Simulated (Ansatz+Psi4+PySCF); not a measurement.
```xyz
2

N     0.0000    0.0000    0.6583
N     0.0000    0.0000   -0.6583
```

Basis set: cc-pVTZ (spherical functions). Frozen core: 2 orbitals. Charge 0, multiplicity 1.

Computed with Ansatz (development build ahead of 0.2.0); each method stands on the lowest determinant of its kind that the runs found. Restricted open shells among the atoms or ions are ROHF, correlated in semicanonical orbitals with singles.

Question: Give the atomization energy at this shape (free ground-state atoms in the same class of orbitals less the molecule, no zero-point energy) of singlet N₂ by RHF-MP2, RHF-CCSD(T), RHF-CCSD.

Answer:

```csv
method,atomization energy
RHF-MP2,816.1 kJ/mol
RHF-CCSD(T),716.6 kJ/mol
RHF-CCSD,653.5 kJ/mol
```

Caution: large share of triples, a single reference is doubtful; stretched shape with no unrestricted run beside it, a lower state can exist; the shape is not the minimum; unrestricted orbitals would lower the determinant. Caution for RHF-CCSD(T), RHF-CCSD: the program doubts this total.
